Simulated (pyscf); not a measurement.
PySCF, gas phase, ωB97X-D3(BJ)/def2-SVP geometries.

Question: For `[OH][GaH2]` → `[O]=[GaH]` + `[H][H]`, an elimination (singlet surface; Ga–H, H–O broken, H–H formed), PBE/def2-TZVP gives ΔE‡ = 250.9 kJ/mol and ΔE = +178.0 kJ/mol (zero: the reactant's lowest minimum found). In which direction and how far do r²SCAN/def2-TZVP, B3LYP-D3(BJ)/def2-TZVP, ωB97M-D3(BJ)/def2-TZVP move these?

Answer: r²SCAN: ΔE‡ = 272.7 kJ/mol, ΔE = +199.7 kJ/mol; B3LYP-D3(BJ): ΔE‡ = 281.4 kJ/mol, ΔE = +197.9 kJ/mol; ωB97M-D3(BJ): ΔE‡ = 296.6 kJ/mol, ΔE = +217.2 kJ/mol. PBE's barrier lies under all of them, by 21.8 to 45.7 kJ/mol. Its reaction energy lies under all of them, by 19.9 to 39.2 kJ/mol. Much of the shift in the barrier follows the reaction energy. At the saddle there is also a short Ga–H contact that neither side keeps. O=GaH lies 201.3 kJ/mol over its isomer HO–Ga [singlet] (electronic energy, ωB97M-D3(BJ)/def2-TZVP). This is the saddle that the search found; another between the same sides may lie lower. Elements up to Kr have no core potential and no relativistic terms here.
